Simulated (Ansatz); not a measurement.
CH3NO can be A, `NC=O`, or B, `C=NO`.

Program: Ansatz. Geometries: PBE0-D4/def2-TZVP. ΔE: electronic, gas phase. CCSD(T)/CBS is frozen-core, at the limit of the def2 triple- and quadruple-zeta sets. Functionals use def2-TZVPP. B3LYP here is the variant with VWN-RPA as its local correlation; programs differ in this. One conformer a species, not always the lowest.

A:

```xyz
6

N    -0.4719    0.1428    0.4853
C     0.4531   -0.1331   -0.4598
O     1.5685    0.3245   -0.4896
H    -0.2393    0.7750    1.2327
H    -1.3858   -0.2701    0.4555
H     0.0755   -0.8393   -1.2242
```

B:

Z-matrix (Å, degrees):
```
C
N 1 1.263
H 1 1.089 2 122.7
H 1 1.083 2 116.5 3 180.0
O 2 1.378 1 112.0 3 0.0
H 5 0.961 2 103.2 1 180.0
```

Q: Which is lower in electronic energy at CCSD(T)/CBS, and by how much? (Best estimate.)

A: The calculation gave: A, by 212.7 kJ/mol.

Q: Give E(B) − E(A) in kJ/mol with CCSD/def2-TZVPP, B2PLYP, LDA (SPW92), r2SCAN-D4, B3LYP, PBE-D4, BLYP-D4. (Best estimate.)

A: Ansatz gave: CCSD/def2-TZVPP 213.3, B2PLYP 220.7, LDA (SPW92) 220.2, r2SCAN-D4 220.8, B3LYP 217.2, PBE-D4 211.7, BLYP-D4 208.5. None reverses the order clearly.

Q: Does the order hold for the free energy at 298.15 K (harmonic terms from PBE0-D4)? (Estimate.)

A: Ansatz gave: Yes: G(B) − G(A) = +211.4 kJ/mol, for one conformer each.

Largest T1 diagnostic: 0.016.

From PBE to PBE0 (25 % exact exchange), in def2-TZVPP and without D4, E(B) − E(A) moves by +9.3 kJ/mol. In def2-TZVPP, CCSD(T) changes the Hartree–Fock value by −28.2 kJ/mol (the triples alone add −3.4 kJ/mol) and MP2 by −12.6 kJ/mol.
